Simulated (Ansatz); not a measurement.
Relaxation of AlClH5N (8 atoms, charge 0, multiplicity 1), to a largest force component of 0.03 eV/Å in at most 50 steps.

These are results of Ansatz, RKS PBE0/def2-SVP, not measurements.

```xyz
8
Properties=species:S:1:pos:R:3
Al -0.065 0.500 -0.529
N -0.029 0.101 2.533
H -0.772 -0.340 3.064
H 0.857 -0.019 3.010
H 1.405 -0.008 -0.811
H -1.426 -0.228 -0.864
Cl -0.240 2.539 0.283
H -0.218 1.114 2.429
```

**Question.** Where does it end, and by what steps?

**Answer.** The forces met the threshold. After 8 steps the energy has fallen by 1.048 eV; H3 moved furthest, 0.62 Å. Joined: Al1–N2 (3.09 → 2.06 Å).

| step | energy less start (eV) | largest force component (eV/Å) | accepted |
| --- | --- | --- | --- |
| 0 | 0.0000 | 1.274 | yes |
| 1 | -0.2926 | 0.919 | yes |
| 2 | -0.5666 | 0.563 | yes |
| 3 | -0.8481 | 0.603 | yes |
| 4 | -1.0099 | 0.949 | yes |
| 5 | -1.0391 | 0.272 | yes |
| 6 | -1.0356 | 0.156 | no |
| 7 | -1.0480 | 0.043 | yes |
| 8 | -1.0482 | 0.008 | yes |

```xyz
8
Properties=species:S:1:pos:R:3
Al -0.059 0.494 0.073
N -0.045 0.224 2.120
H -0.763 -0.421 2.452
H 0.857 -0.100 2.473
H 1.383 -0.048 -0.337
H -1.389 -0.280 -0.346
Cl -0.240 2.648 0.147
H -0.230 1.142 2.532
```

Whether the end is a true minimum wasn't checked by a vibrational analysis.

Time of the run: 22 s on 1 thread of Arm Neoverse V2, on a shared host, peak memory 0.15 GiB.
